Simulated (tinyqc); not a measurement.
CIS and TDHF on RHF in the sto-3g basis, for H2O, spin multiplicity 1, step by step (part 1 of 2). Computed by tinyqc, a small Python program that keeps every step (integrals from PySCF). Settings: charge = 0, multiplicity = 1, basis = sto-3g, method = RHF, energy threshold = 1e-10, iteration cap = 52, orthogonalisation = canonical, start = Wolfsberg-Helmholz matrix, DIIS depth = 6, TDHF = 1. Command: `OMP_NUM_THREADS=1 python tinyqc.py 28983 28984 out.jsonl` (the two numbers bound the seeds that draw the settings). One thread of a shared host (Intel(R) Xeon(R) Processor @ 2.60GHz), about 0.07 s of CPU time with the checks. The early iterations of the SCF are left out here.

## One-electron integrals

Geometry (angstrom):
```
atom       x        y       z
O     0.0000   0.0000  0.0000
H     0.0000   0.8360  0.6060
H     0.0000  -0.8360  0.6060
```

Basis sto-3g: exponents (1/bohr^2) and contraction coefficients of normalised primitives:
```
element  l (shell)  exponent  coefficient
O            s (1)  130.7093       0.1543
O            s (1)   23.8089       0.5353
O            s (1)    6.4436       0.4446
O            s (2)    5.0332      -0.1000
O            s (2)    1.1696       0.3995
O            s (2)    0.3804       0.7001
O            p (3)    5.0332       0.1559
O            p (3)    1.1696       0.6077
O            p (3)    0.3804       0.3920
H            s (1)    3.4253       0.1543
H            s (1)    0.6239       0.5353
H            s (1)    0.1689       0.4446
```

Overlap, kinetic and nuclear-attraction integrals over the contracted functions; the nuclear repulsion is the sum of Za Zb / Rab.

nuclear repulsion = 8.516527 hartree

overlap S, order 1O 1s, 1O 2s, 1O 2px, 1O 2py, 1O 2pz, 2H 1s, 3H 1s:
$$\begin{pmatrix}
1.0000 & 0.2367 & 0.0000 & 0.0000 & 0.0000 & 0.0451 & 0.0451 \\
0.2367 & 1.0000 & 0.0000 & 0.0000 & 0.0000 & 0.4267 & 0.4267 \\
0.0000 & 0.0000 & 1.0000 & 0.0000 & 0.0000 & 0.0000 & 0.0000 \\
0.0000 & 0.0000 & 0.0000 & 1.0000 & 0.0000 & 0.2965 & -0.2965 \\
0.0000 & 0.0000 & 0.0000 & 0.0000 & 1.0000 & 0.2149 & 0.2149 \\
0.0451 & 0.4267 & 0.0000 & 0.2965 & 0.2149 & 1.0000 & 0.1995 \\
0.0451 & 0.4267 & 0.0000 & -0.2965 & 0.2149 & 0.1995 & 1.0000
\end{pmatrix}$$

kinetic energy T (hartree), order 1O 1s, 1O 2s, 1O 2px, 1O 2py, 1O 2pz, 2H 1s, 3H 1s:
$$\begin{pmatrix}
29.0032 & -0.1680 & 0.0000 & 0.0000 & 0.0000 & -0.0066 & -0.0066 \\
-0.1680 & 0.8081 & 0.0000 & 0.0000 & 0.0000 & 0.0954 & 0.0954 \\
0.0000 & 0.0000 & 2.5287 & 0.0000 & 0.0000 & 0.0000 & 0.0000 \\
0.0000 & 0.0000 & 0.0000 & 2.5287 & 0.0000 & 0.1859 & -0.1859 \\
0.0000 & 0.0000 & 0.0000 & 0.0000 & 2.5287 & 0.1348 & 0.1348 \\
-0.0066 & 0.0954 & 0.0000 & 0.1859 & 0.1348 & 0.7600 & -0.0014 \\
-0.0066 & 0.0954 & 0.0000 & -0.1859 & 0.1348 & -0.0014 & 0.7600
\end{pmatrix}$$

nuclear attraction V (hartree), order 1O 1s, 1O 2s, 1O 2px, 1O 2py, 1O 2pz, 2H 1s, 3H 1s:
$$\begin{pmatrix}
-61.6435 & -7.4257 & 0.0000 & 0.0000 & -0.0157 & -1.4524 & -1.4524 \\
-7.4257 & -10.0686 & 0.0000 & 0.0000 & -0.1886 & -3.3724 & -3.3724 \\
0.0000 & 0.0000 & -9.9253 & 0.0000 & 0.0000 & 0.0000 & 0.0000 \\
0.0000 & 0.0000 & 0.0000 & -10.0629 & 0.0000 & -2.0746 & 2.0746 \\
-0.0157 & -0.1886 & 0.0000 & 0.0000 & -9.9976 & -1.5578 & -1.5578 \\
-1.4524 & -3.3724 & 0.0000 & -2.0746 & -1.5578 & -5.5317 & -1.2293 \\
-1.4524 & -3.3724 & 0.0000 & 2.0746 & -1.5578 & -1.2293 & -5.5317
\end{pmatrix}$$

core Hamiltonian H = T + V (hartree), order 1O 1s, 1O 2s, 1O 2px, 1O 2py, 1O 2pz, 2H 1s, 3H 1s:
$$\begin{pmatrix}
-32.6403 & -7.5937 & 0.0000 & 0.0000 & -0.0157 & -1.4590 & -1.4590 \\
-7.5937 & -9.2604 & 0.0000 & 0.0000 & -0.1886 & -3.2770 & -3.2770 \\
0.0000 & 0.0000 & -7.3966 & 0.0000 & 0.0000 & 0.0000 & 0.0000 \\
0.0000 & 0.0000 & 0.0000 & -7.5342 & 0.0000 & -1.8887 & 1.8887 \\
-0.0157 & -0.1886 & 0.0000 & 0.0000 & -7.4689 & -1.4231 & -1.4231 \\
-1.4590 & -3.2770 & 0.0000 & -1.8887 & -1.4231 & -4.7716 & -1.2307 \\
-1.4590 & -3.2770 & 0.0000 & 1.8887 & -1.4231 & -1.2307 & -4.7716
\end{pmatrix}$$

## Two-electron integrals

Functions are numbered as in S; the eight-fold symmetry (ij|kl) = (ji|kl) = (kl|ij) leaves the list below.

Two-electron integrals (ij|kl) in chemists' order, unique and non-zero (hartree):
```
(11|11) 4.7851      (21|11) 0.7414      (21|21) 0.1369      (22|11) 1.1189
(22|21) 0.2566      (22|22) 0.8172      (31|31) 0.0245      (32|31) 0.0378
(32|32) 0.1805      (33|11) 1.1158      (33|21) 0.2567      (33|22) 0.8170
(33|33) 0.8802      (41|41) 0.0245      (42|41) 0.0378      (42|42) 0.1805
(43|43) 0.0474      (44|11) 1.1158      (44|21) 0.2567      (44|22) 0.8170
(44|33) 0.7853      (44|44) 0.8802      (51|51) 0.0245      (52|51) 0.0378
(52|52) 0.1805      (53|53) 0.0474      (54|54) 0.0474      (55|11) 1.1158
(55|21) 0.2567      (55|22) 0.8170      (55|33) 0.7853      (55|44) 0.7853
(55|55) 0.8802      (61|11) 0.1433      (61|21) 0.0262      (61|22) 0.0489
(61|33) 0.0488      (61|41) 0.0010      (61|42) 0.0018      (61|44) 0.0490
(61|51) 0.0007      (61|52) 0.0013      (61|54) 1.39e-04    (61|55) 0.0489
(61|61) 0.0051      (62|11) 0.3538      (62|21) 0.0822      (62|22) 0.2903
(62|33) 0.2854      (62|41) 0.0050      (62|42) 0.0384      (62|44) 0.2950
(62|51) 0.0036      (62|52) 0.0279      (62|54) 0.0070      (62|55) 0.2904
(62|61) 0.0161      (62|62) 0.1285      (63|31) 0.0085      (63|32) 0.0499
(63|43) 0.0080      (63|53) 0.0058      (63|63) 0.0182      (64|11) 0.2081
(64|21) 0.0490      (64|22) 0.1847      (64|33) 0.1763      (64|41) 0.0111
(64|42) 0.0730      (64|44) 0.1981      (64|51) 0.0019      (64|52) 0.0167
(64|54) 0.0100      (64|55) 0.1794      (64|61) 0.0100      (64|62) 0.0993
(64|64) 0.0940      (65|11) 0.1508      (65|21) 0.0355      (65|22) 0.1339
(65|33) 0.1278      (65|41) 0.0019      (65|42) 0.0167      (65|44) 0.1321
(65|51) 0.0099      (65|52) 0.0621      (65|54) 0.0110      (65|55) 0.1416
(65|61) 0.0072      (65|62) 0.0719      (65|64) 0.0549      (65|65) 0.0580
(66|11) 0.4981      (66|21) 0.1176      (66|22) 0.4769      (66|33) 0.4577
(66|41) 0.0091      (66|42) 0.0974      (66|44) 0.4951      (66|51) 0.0066
(66|52) 0.0706      (66|54) 0.0271      (66|55) 0.4774      (66|61) 0.0232
(66|62) 0.2674      (66|64) 0.2358      (66|65) 0.1709      (66|66) 0.7746
(71|11) 0.1433      (71|21) 0.0262      (71|22) 0.0489      (71|33) 0.0488
(71|41) -0.0010     (71|42) -0.0018     (71|44) 0.0490      (71|51) 0.0007
(71|52) 0.0013      (71|54) -1.39e-04   (71|55) 0.0489      (71|61) 0.0050
(71|62) 0.0155      (71|64) 0.0088      (71|65) 0.0070      (71|66) 0.0222
(71|71) 0.0051      (72|11) 0.3538      (72|21) 0.0822      (72|22) 0.2903
(72|33) 0.2854      (72|41) -0.0050     (72|42) -0.0384     (72|44) 0.2950
(72|51) 0.0036      (72|52) 0.0279      (72|54) -0.0070     (72|55) 0.2904
(72|61) 0.0155      (72|62) 0.1027      (72|64) 0.0550      (72|65) 0.0559
(72|66) 0.1737      (72|71) 0.0161      (72|72) 0.1285      (73|31) 0.0085
(73|32) 0.0499      (73|43) -0.0080     (73|53) 0.0058      (73|63) 0.0140
(73|73) 0.0182      (74|11) -0.2081     (74|21) -0.0490     (74|22) -0.1847
(74|33) -0.1763     (74|41) 0.0111      (74|42) 0.0730      (74|44) -0.1981
(74|51) -0.0019     (74|52) -0.0167     (74|54) 0.0100      (74|55) -0.1794
(74|61) -0.0088     (74|62) -0.0550     (74|64) -0.0159     (74|65) -0.0293
(74|66) -0.0833     (74|71) -0.0100     (74|72) -0.0993     (74|74) 0.0940
(75|11) 0.1508      (75|21) 0.0355      (75|22) 0.1339      (75|33) 0.1278
(75|41) -0.0019     (75|42) -0.0167     (75|44) 0.1321      (75|51) 0.0099
(75|52) 0.0621      (75|54) -0.0110     (75|55) 0.1416      (75|61) 0.0070
(75|62) 0.0559      (75|64) 0.0293      (75|65) 0.0439      (75|66) 0.1032
(75|71) 0.0072      (75|72) 0.0719      (75|74) -0.0549     (75|75) 0.0580
(76|11) 0.1227      (76|21) 0.0288      (76|22) 0.1099      (76|33) 0.1074
(76|44) 0.1098      (76|51) 0.0020      (76|52) 0.0182      (76|55) 0.1124
(76|61) 0.0056      (76|62) 0.0477      (76|64) 0.0320      (76|65) 0.0301
(76|66) 0.1020      (76|71) 0.0056      (76|72) 0.0477      (76|74) -0.0320
(76|75) 0.0301      (76|76) 0.0218      (77|11) 0.4981      (77|21) 0.1176
(77|22) 0.4769      (77|33) 0.4577      (77|41) -0.0091     (77|42) -0.0974
(77|44) 0.4951      (77|51) 0.0066      (77|52) 0.0706      (77|54) -0.0271
(77|55) 0.4774      (77|61) 0.0222      (77|62) 0.1737      (77|64) 0.0833
(77|65) 0.1032      (77|66) 0.3130      (77|71) 0.0232      (77|72) 0.2674
(77|74) -0.2358     (77|75) 0.1709      (77|76) 0.1020      (77|77) 0.7746
```

## Orthogonalisation

S = U s U^T; canonical form X = U s^(-1/2), so that X^T S X = 1. Each column of U has its largest component positive (the first on a tie).

eigenvalues of S: [0.3919, 0.4692, 0.8888, 1.0000, 1.0927, 1.3313, 1.8261]

X, order 1O 1s, 1O 2s, 1O 2px, 1O 2py, 1O 2pz, 2H 1s, 3H 1s:
$$\begin{pmatrix}
-0.3274 & 0.0000 & 0.7457 & 0.0000 & -0.6145 & 0.0000 & 0.1674 \\
1.1073 & 0.0000 & -0.2856 & 0.0000 & -0.2934 & 0.0000 & 0.4396 \\
0.0000 & 0.0000 & 0.0000 & 1.0000 & 0.0000 & 0.0000 & 0.0000 \\
0.0000 & 0.9050 & 0.0000 & 0.0000 & 0.0000 & 0.6801 & 0.0000 \\
0.4935 & 0.0000 & 0.6557 & 0.0000 & 0.6427 & 0.0000 & 0.1973 \\
-0.6981 & -0.8100 & -0.1696 & 0.0000 & 0.1386 & 0.3799 & 0.3791 \\
-0.6981 & 0.8100 & -0.1696 & 0.0000 & 0.1386 & -0.3799 & 0.3791
\end{pmatrix}$$

## Iteration 8 (converged): orbitals

converged F (hartree), order 1O 1s, 1O 2s, 1O 2px, 1O 2py, 1O 2pz, 2H 1s, 3H 1s:
$$\begin{pmatrix}
-20.2380 & -5.1621 & 0.0000 & 0.0000 & -0.0272 & -1.0004 & -1.0004 \\
-5.1621 & -2.4212 & 0.0000 & 0.0000 & -0.0931 & -0.8991 & -0.8991 \\
0.0000 & 0.0000 & -0.3850 & 0.0000 & 0.0000 & 0.0000 & 0.0000 \\
0.0000 & 0.0000 & 0.0000 & -0.2705 & 0.0000 & -0.3837 & 0.3837 \\
-0.0272 & -0.0931 & 0.0000 & 0.0000 & -0.3056 & -0.3315 & -0.3315 \\
-1.0004 & -0.8991 & 0.0000 & -0.3837 & -0.3315 & -0.4834 & -0.2966 \\
-1.0004 & -0.8991 & 0.0000 & 0.3837 & -0.3315 & -0.2966 & -0.4834
\end{pmatrix}$$

Diagonalise F' = X^T F X, C = X C', fill 5 alpha and 5 beta electrons from the bottom; D = 2 C_occ C_occ^T. Each column has its largest component positive (the first on a tie).

F' = X^T F X (hartree):
$$\begin{pmatrix}
-0.0008 & 0.0000 & 1.8886 & 0.0000 & -1.4137 & 0.0000 & 0.3055 \\
0.0000 & 0.6586 & 0.0000 & 0.0000 & 0.0000 & 0.1074 & 0.0000 \\
1.8886 & 0.0000 & -8.9400 & 0.0000 & 8.8134 & 0.0000 & -3.9575 \\
0.0000 & 0.0000 & 0.0000 & -0.3850 & 0.0000 & 0.0000 & 0.0000 \\
-1.4137 & 0.0000 & 8.8134 & 0.0000 & -9.4434 & 0.0000 & 4.2311 \\
0.0000 & 0.1074 & 0.0000 & 0.0000 & 0.0000 & -0.5755 & 0.0000 \\
0.3055 & 0.0000 & -3.9575 & 0.0000 & 4.2311 & 0.0000 & -3.0008
\end{pmatrix}$$

orbital energies (hartree): MO1 -20.2466, MO2 -1.2300, MO3 -0.5848, MO4 -0.4353, MO5 -0.3850, MO6 0.5267, MO7 0.6679

coefficients C, order 1O 1s, 1O 2s, 1O 2px, 1O 2py, 1O 2pz, 2H 1s, 3H 1s:
$$\begin{pmatrix}
0.9943 & -0.2362 & 0.0000 & 0.0967 & 0.0000 & -0.1230 & 0.0000 \\
0.0252 & 0.8618 & 0.0000 & -0.4998 & 0.0000 & 0.7706 & 0.0000 \\
0.0000 & 0.0000 & 0.0000 & 0.0000 & 1.0000 & 0.0000 & 0.0000 \\
0.0000 & 0.0000 & 0.5997 & 0.0000 & 0.0000 & 0.0000 & 0.9601 \\
0.0036 & 0.1020 & 0.0000 & 0.7720 & 0.0000 & 0.7204 & 0.0000 \\
-0.0052 & 0.1527 & 0.4482 & 0.3026 & 0.0000 & -0.7511 & -0.7743 \\
-0.0052 & 0.1527 & -0.4482 & 0.3026 & 0.0000 & -0.7511 & 0.7743
\end{pmatrix}$$

D after iteration 8, order 1O 1s, 1O 2s, 1O 2px, 1O 2py, 1O 2pz, 2H 1s, 3H 1s:
$$\begin{pmatrix}
2.1075 & -0.4536 & 0.0000 & 0.0000 & 0.1082 & -0.0240 & -0.0240 \\
-0.4536 & 1.9863 & 0.0000 & 0.0000 & -0.5957 & -0.0396 & -0.0396 \\
0.0000 & 0.0000 & 2.0000 & 0.0000 & 0.0000 & 0.0000 & 0.0000 \\
0.0000 & 0.0000 & 0.0000 & 0.7192 & 0.0000 & 0.5376 & -0.5376 \\
0.1082 & -0.5957 & 0.0000 & 0.0000 & 1.2129 & 0.4984 & 0.4984 \\
-0.0240 & -0.0396 & 0.0000 & 0.5376 & 0.4984 & 0.6316 & -0.1719 \\
-0.0240 & -0.0396 & 0.0000 & -0.5376 & 0.4984 & -0.1719 & 0.6316
\end{pmatrix}$$

## Convergence

Stop when the energy changes by less than 1e-10 hartree and every element of the error matrix X^T (F D S - S D F) X is below 3e-06.

Course of the cycle:
```
iteration  E (hartree)     change  largest element of the error matrix
1           -74.601832          -                             6.35e-01
2           -74.938084  -3.36e-01                             1.59e-01
3           -74.956710  -1.86e-02                             4.06e-02
4           -74.958416  -1.71e-03                             7.84e-03
5           -74.958507  -9.08e-05                             1.59e-03
6           -74.958513  -5.97e-06                             2.64e-05
7           -74.958513  -3.31e-10                             3.73e-07
8           -74.958513  -4.26e-14                             1.26e-09
```

PySCF RHF in the same basis = -74.958513 hartree

Converged in 8 iterations.

## Integrals over molecular orbitals

(pq|rs) = sum C_ip C_jq C_kr C_ls (ij|kl), one index at a time.

one-electron integrals over orbitals h = C^T H C (hartree):
$$\begin{pmatrix}
-32.6231 & 0.5639 & 0.0000 & -0.2172 & 0.0000 & 0.2834 & 0.0000 \\
0.5639 & -7.6006 & 0.0000 & 0.4818 & 0.0000 & -1.2991 & 0.0000 \\
0.0000 & 0.0000 & -6.1627 & 0.0000 & 0.0000 & 0.0000 & -1.7517 \\
-0.2172 & 0.4818 & 0.0000 & -6.8105 & 0.0000 & -1.1856 & 0.0000 \\
0.0000 & 0.0000 & 0.0000 & 0.0000 & -7.3966 & 0.0000 & 0.0000 \\
0.2834 & -1.2991 & 0.0000 & -1.1856 & 0.0000 & -5.2807 & 0.0000 \\
0.0000 & 0.0000 & -1.7517 & 0.0000 & 0.0000 & 0.0000 & -5.5749
\end{pmatrix}$$

Two-electron integrals over orbitals (pq|rs), unique and non-zero (hartree):
```
(11|11) 4.7456      (21|11) -0.4229     (21|21) 0.0597      (22|11) 1.0111
(22|21) -0.0142     (22|22) 0.7228      (31|31) 0.0106      (32|31) 0.0170
(32|32) 0.1379      (33|11) 0.7756      (33|21) -0.0045     (33|22) 0.6271
(33|33) 0.6105      (41|11) 0.1717      (41|21) -0.0219     (41|22) 0.0139
(41|33) 0.0059      (41|41) 0.0261      (42|11) -0.1371     (42|21) 0.0085
(42|22) -0.0109     (42|33) 0.0057      (42|41) 0.0193      (42|42) 0.1283
(43|31) -0.0028     (43|32) 0.0254      (43|43) 0.0505      (44|11) 0.9745
(44|21) -0.0124     (44|22) 0.6721      (44|33) 0.5813      (44|41) -0.0103
(44|42) -0.1017     (44|44) 0.7486      (51|51) 0.0260      (52|51) 0.0329
(52|52) 0.1474      (53|53) 0.0273      (54|51) -0.0125     (54|52) -0.0448
(54|54) 0.0520      (55|11) 1.1153      (55|21) -0.0119     (55|22) 0.7502
(55|33) 0.6127      (55|41) 0.0048      (55|42) -0.0738     (55|44) 0.7138
(55|55) 0.8802      (61|11) -0.2206     (61|21) 0.0332      (61|22) -0.0019
(61|33) 2.46e-04    (61|41) 0.0011      (61|42) 0.0204      (61|44) -0.0173
(61|55) -0.0059     (61|61) 0.0283      (62|11) 0.2888      (62|21) -0.0066
(62|22) 0.1369      (62|33) 0.0688      (62|41) 0.0184      (62|42) 0.0263
(62|44) 0.0781      (62|55) 0.1509      (62|61) 0.0078      (62|62) 0.0977
(63|31) 0.0027      (63|32) -0.0418     (63|43) -0.0341     (63|63) 0.0760
(64|11) 0.2412      (64|21) -0.0028     (64|22) 0.1100      (64|33) 0.0447
(64|41) 0.0023      (64|42) -0.0363     (64|44) 0.1270      (64|55) 0.1309
(64|61) -0.0006     (64|62) 0.0625      (64|64) 0.0800      (65|51) 0.0146
(65|52) 0.0560      (65|54) 0.0018      (65|65) 0.0364      (66|11) 0.7831
(66|21) -0.0072     (66|22) 0.5988      (66|33) 0.5579      (66|41) 0.0195
(66|42) 0.0546      (66|44) 0.5438      (66|55) 0.5793      (66|61) 0.0084
(66|62) 0.0921      (66|64) 0.0475      (66|66) 0.5860      (71|31) 0.0148
(71|32) 0.0225      (71|43) -0.0040     (71|63) 0.0033      (71|71) 0.0208
(72|31) 0.0144      (72|32) 0.0484      (72|43) -0.0313     (72|63) 0.0325
(72|71) 0.0191      (72|72) 0.0655      (73|11) 0.3674      (73|21) -0.0072
(73|22) 0.1531      (73|33) 0.0894      (73|41) -4.49e-04   (73|42) -0.0751
(73|44) 0.1547      (73|55) 0.1970      (73|61) -0.0062     (73|62) 0.0737
(73|64) 0.0878      (73|66) 0.0406      (73|73) 0.1548      (74|31) -0.0087
(74|32) -0.0741     (74|43) -0.0050     (74|63) 0.0502      (74|71) -0.0121
(74|72) -0.0175     (74|74) 0.0686      (75|53) 0.0239      (75|75) 0.0251
(76|31) 0.0085      (76|32) 0.0942      (76|43) 0.0553      (76|63) -0.0687
(76|71) 0.0115      (76|72) -0.0057     (76|74) -0.0587     (76|76) 0.1158
(77|11) 0.8597      (77|21) -0.0093     (77|22) 0.6172      (77|33) 0.5958
(77|41) 0.0038      (77|42) -0.0180     (77|44) 0.5965      (77|55) 0.6196
(77|61) -0.0046     (77|62) 0.0659      (77|64) 0.0473      (77|66) 0.5564
(77|73) 0.0981      (77|77) 0.6097
```

## CIS matrix, singlets

A(ia,jb) = (e_a - e_i) d_ij d_ab + 2 (ia|jb) - (ij|ab).

CIS matrix A, singlet (hartree):
```
         1>6      1>7     2>6      2>7      3>6      3>7      4>6      4>7
1>6  20.0468   0.0000  0.0227   0.0000   0.0000  -0.0209  -0.0207   0.0000
1>7   0.0000  20.0963  0.0000   0.0476  -0.0020   0.0000   0.0000  -0.0281
2>6   0.0227   0.0000  1.3532   0.0000   0.0000   0.0531   0.0703   0.0000
2>7   0.0000   0.0476  0.0000   1.4115  -0.0292   0.0000   0.0000  -0.0169
3>6   0.0000  -0.0020  0.0000  -0.0292   0.7057   0.0000   0.0000   0.0451
3>7  -0.0209   0.0000  0.0531   0.0000   0.0000   0.9666   0.1202   0.0000
4>6  -0.0207   0.0000  0.0703   0.0000   0.0000   0.1202   0.5783   0.0000
4>7   0.0000  -0.0281  0.0000  -0.0169   0.0451   0.0000   0.0000   0.6439
5>6   0.0000   0.0000  0.0000   0.0000   0.0000   0.0000   0.0000   0.0000
5>7   0.0000   0.0000  0.0000   0.0000   0.0000   0.0000   0.0000   0.0000

        5>6     5>7
1>6  0.0000  0.0000
1>7  0.0000  0.0000
2>6  0.0000  0.0000
2>7  0.0000  0.0000
3>6  0.0000  0.0000
3>7  0.0000  0.0000
4>6  0.0000  0.0000
4>7  0.0000  0.0000
5>6  0.4052  0.0000
5>7  0.0000  0.4834
```

## CIS singlet states

dipole integrals <i|r|a> (bohr), order 1>6, 1>7, 2>6, 2>7, 3>6, 3>7, 4>6, 4>7, 5>6, 5>7:
$$\begin{pmatrix}
0.0000 & 0.0000 & 0.0433 \\
0.0000 & 0.0559 & 0.0000 \\
0.0000 & 0.0000 & -0.0676 \\
0.0000 & -0.1154 & 0.0000 \\
0.0000 & -0.9106 & 0.0000 \\
0.0000 & 0.0000 & -0.6463 \\
0.0000 & 0.0000 & -0.5012 \\
0.0000 & -0.7226 & 0.0000 \\
0.0753 & 0.0000 & 0.0000 \\
0.0000 & 0.0000 & 0.0000
\end{pmatrix}$$

Diagonalise A (1 hartree = 27.211386 eV); each vector has its largest component positive (the first on a tie). The transition dipole is mu = sqrt2 sum c_ia <i|r|a>.

singlet excitation energies (eV): [11.0261, 13.1531, 14.7104, 16.8729, 19.8028, 26.8694, 37.2792, 38.4509, 545.5029, 546.8521]

lowest vectors, order 1>6, 1>7, 2>6, 2>7, 3>6, 3>7, 4>6, 4>7, 5>6, 5>7:
$$\begin{pmatrix}
0.0000 & 0.0000 & 0.0008 & 0.0000 & 0.0000 & 0.0015 \\
0.0000 & 0.0000 & 0.0000 & 0.0012 & 0.0006 & 0.0000 \\
0.0000 & 0.0000 & -0.0660 & 0.0000 & 0.0000 & -0.1858 \\
0.0000 & 0.0000 & 0.0000 & 0.0017 & 0.0493 & 0.0000 \\
0.0000 & 0.0000 & 0.0000 & -0.4655 & 0.8840 & 0.0000 \\
0.0000 & 0.0000 & -0.2634 & 0.0000 & 0.0000 & 0.9509 \\
0.0000 & 0.0000 & 0.9624 & 0.0000 & 0.0000 & 0.2475 \\
0.0000 & 0.0000 & 0.0000 & 0.8850 & 0.4649 & 0.0000 \\
1.0000 & 0.0000 & 0.0000 & 0.0000 & 0.0000 & 0.0000 \\
0.0000 & 1.0000 & 0.0000 & 0.0000 & 0.0000 & 0.0000
\end{pmatrix}$$

oscillator strengths 2/3 w |mu|^2: [0.0031, 0.0000, 0.0682, 0.0385, 1.2755, 0.6938]

## TDHF (RPA) singlet states

B(ia,jb) = 2 (ia|jb) - (ib|ja); the squared energies are the eigenvalues of (A - B)(A + B); 1 hartree = 27.211386 eV.

TDHF matrix B, singlet (hartree):
```
         1>6      1>7     2>6      2>7      3>6      3>7      4>6      4>7
1>6   0.0283   0.0000  0.0078   0.0000   0.0000  -0.0157  -0.0006   0.0000
1>7   0.0000   0.0208  0.0000   0.0191   0.0127   0.0000   0.0000  -0.0121
2>6   0.0078   0.0000  0.0977   0.0000   0.0000   0.1149   0.0625   0.0000
2>7   0.0000   0.0191  0.0000   0.0655  -0.0087   0.0000   0.0000  -0.0175
3>6   0.0000   0.0127  0.0000  -0.0087   0.0760   0.0000   0.0000   0.0126
3>7  -0.0157   0.0000  0.1149   0.0000   0.0000   0.1548   0.1253   0.0000
4>6  -0.0006   0.0000  0.0625   0.0000   0.0000   0.1253   0.0800   0.0000
4>7   0.0000  -0.0121  0.0000  -0.0175   0.0126   0.0000   0.0000   0.0686
5>6   0.0000   0.0000  0.0000   0.0000   0.0000   0.0000   0.0000   0.0000
5>7   0.0000   0.0000  0.0000   0.0000   0.0000   0.0000   0.0000   0.0000

        5>6     5>7
1>6  0.0000  0.0000
1>7  0.0000  0.0000
2>6  0.0000  0.0000
2>7  0.0000  0.0000
3>6  0.0000  0.0000
3>7  0.0000  0.0000
4>6  0.0000  0.0000
4>7  0.0000  0.0000
5>6  0.0364  0.0000
5>7  0.0000  0.0251
```

squared energies w^2 (hartree^2): [0.1629, 0.2330, 0.2866, 0.3808, 0.5225, 0.9223, 1.8297, 1.9916, 401.8753, 403.8654]

TDHF energies from the positive w^2 (eV): [10.9815, 13.1354, 14.5680, 16.7919, 19.6690, 26.1328, 36.8075, 38.4019, 545.5020, 546.8510]
